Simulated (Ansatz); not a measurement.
# Property card for ZnNi₃N

Computed with DFT r2SCAN, scalar-relativistic, plane waves, PAW in Ansatz.

Plane waves to 500 eV, a k mesh through Γ of 10×10×10 on the computed 5-atom cell and Gaussian smearing (0.10 eV); no spin polarisation.

The structure is relaxed at this level of theory with its symmetry kept. Whether it is the stable form of this composition wasn't checked.

The structure is cubic, space group Pm-3m (No. 221). The conventional cell has a = 3.724 Å, b = 3.724 Å, c = 3.724 Å, α = 90.00°, β = 90.00°, γ = 90.00°. Zn (site symmetry m-3m) is surrounded by 12 Ni at 2.63 Å. Ni (site symmetry 4/mmm) has 2 N at 1.86 Å as nearest neighbours. N (site symmetry m-3m) is surrounded by 6 Ni at 1.86 Å.

| Item | Value |
| --- | --- |
| Volume per atom | 10.33 Å³ |
| Formation energy from the elements' standard states (uncorrected) | -0.172 eV/atom |
| Generalised Kohn–Sham band gap | none (metal) |
| Density of states at the Fermi level | 2.39 states/eV per cell |
| Löwdin character within 0.5 eV of the Fermi level | Ni 3d 75 %, N 2p 13 %, unprojected 4 % |
| Bulk modulus | 216 GPa |
| Its pressure derivative | 4.7 |
| Bader charges (e) | Zn (1 in the cell) 0.28, Ni (3 in the cell) 0.32, N (1 in the cell) -1.24 |

A ferromagnetic start lost its moments in a first run, so spin was left out; other magnetic orders weren't tried.